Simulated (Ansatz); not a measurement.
Anatase TiO2 (metastable phase), treated with LDA (plane waves, PAW; Ansatz, a quantum-chemistry and plane-wave program).

Run with plane-wave cutoff 520 eV, 12×12×12 k mesh, Fermi–Dirac smearing 0.01 eV, no spin polarisation, scalar-relativistic PAW data made under PBE.

Computed points:

```
V (Å³/atom)  E − E_lowest (meV/atom)
-----------  -----------------------
10.578                         10.91
10.798                          2.68
11.018                          0.00
11.239                          2.57
11.459                         10.08
```

**Question.** Fit the third-order Birch–Murnaghan equation and give B0 and B′.

**Answer.** V0 = 11.018 Å³/atom, B0 = 191 GPa, B′ = 2.0 (fit to the energies at full precision).

Shape and atoms are relaxed at each volume.

Note: the bulk modulus comes from volumes at which shape and atoms were relaxed.

Computed values are for the static lattice.
